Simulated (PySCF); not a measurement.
Stepwise substitution at one centre (B F-NH2). All species are isolated molecules in the gas phase. Strings in code marks are SMILES.

Level of theory: B3LYP-D3(BJ)/def2-TZVP run with PySCF. B3LYP has the VWN-RPA correlation part, as in Gaussian. Delta-SCF ions had no search for a lower state. Excitations are Tamm–Dancoff values on a coarser integration grid. The basis has no diffuse functions, so Rydberg states are missing or too high.

```csv
species,S1–T1 gap (TDA) (eV),vertical ionisation energy (Delta-SCF) (eV),dipole moment (D),S1 oscillator strength
0 of 3 F replaced by NH2,0.25,15.21,0.00,0.000
1 of 3 F replaced by NH2 (`NB(F)F`),0.43,11.48,2.75,0.049
2 of 3 F replaced by NH2 (`NB(N)F`),0.30,9.54,2.36,0.000
3 of 3 F replaced by NH2,0.27,8.80,0.03,0.000
```
